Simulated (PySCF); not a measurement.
# Continuum solvent and chemical shifts

Molfile (atoms numbered from 1):
```
C5H8
     RDKit          3D

 13 12  0  0  0  0  0  0  0  0999 V2000
    2.7401   -0.0744    0.3108 C   0  0  0  0  0  0  0  0  0  0  0  0
    1.5364   -0.1533   -0.1962 C   0  0  0  0  0  0  0  0  0  0  0  0
    0.3291   -0.2219   -0.7002 C   0  0  0  0  0  0  0  0  0  0  0  0
   -0.8476    0.6042   -0.2565 C   0  0  0  0  0  0  0  0  0  0  0  0
   -1.9536   -0.2406    0.3661 C   0  0  0  0  0  0  0  0  0  0  0  0
    3.4921    0.6001   -0.1130 H   0  0  0  0  0  0  0  0  0  0  0  0
    3.0358   -0.6817    1.1733 H   0  0  0  0  0  0  0  0  0  0  0  0
    0.1460   -0.9609   -1.4931 H   0  0  0  0  0  0  0  0  0  0  0  0
   -1.2496    1.1452   -1.1314 H   0  0  0  0  0  0  0  0  0  0  0  0
   -0.5063    1.3711    0.4560 H   0  0  0  0  0  0  0  0  0  0  0  0
   -2.8162    0.3813    0.6504 H   0  0  0  0  0  0  0  0  0  0  0  0
   -1.5932   -0.7576    1.2684 H   0  0  0  0  0  0  0  0  0  0  0  0
   -2.3126   -1.0103   -0.3355 H   0  0  0  0  0  0  0  0  0  0  0  0
  1  2  2  0
  2  3  2  0
  3  4  1  0
  4  5  1  0
  1  6  1  0
  1  7  1  0
  3  8  1  0
  4  9  1  0
  4 10  1  0
  5 11  1  0
  5 12  1  0
  5 13  1  0
M  END
```

GIAO PBE0/pcSseg-1 in PySCF on one PBE0-D3(BJ)/def2-SVP conformer, non-relativistic, equivalent nuclei averaged. Solvents enter as an IEF-PCM continuum (acetone with ε = 20.5, dimethylsulfoxide with ε = 46.8) around the gas-phase geometry. Shifts are referred to TMS computed in the same medium.

Gas phase, δ in ppm: C2 223.0, C3 97.8, C1 78.5, C4 27.2, C5 17.3, H8 5.24, H6/H7 4.89, H9/H10 1.95, H11/H12/H13 1.04. Dipole moment 0.45 D.

Q: How does each δ change in the continuum?

A: 
| atoms | environment | Δδ, acetone | Δδ, dimethylsulfoxide |
| --- | --- | --- | --- |
| C2 | central carbon of an allene | -0.6 | -0.7 |
| C3 | terminal carbon of a cumulated C=C=C unit | +1.5 | +1.6 |
| C1 | terminal carbon of a cumulated C=C=C unit | +0.6 | +0.7 |
| C4 | allylic sp3 CH2 | +0.7 | +0.7 |
| C5 | methyl carbon | +0.3 | +0.3 |
| H8 | hydrogen on a terminal carbon of a cumulated C=C=C unit | +0.22 | +0.23 |
| H6/H7 | hydrogen on a terminal carbon of a cumulated C=C=C unit | +0.16 | +0.17 |
| H9/H10 | hydrogen on an allylic sp3 CH2 | +0.05 | +0.05 |
| H11/H12/H13 | hydrogen on a methyl carbon | +0.02 | +0.03 |

Changes are relative to the gas phase. The dipole moment becomes 0.61 D in acetone, 0.62 D in dimethylsulfoxide.

Q: Which nuclei move most (in ppm), and what does the model miss?

A: C3 (terminal carbon of a cumulated C=C=C unit, +1.6 ppm) in dimethylsulfoxide. A continuum only polarises the solute; specific hydrogen bonds, the anisotropy of aromatic solvents and changes of geometry or conformer are outside it.
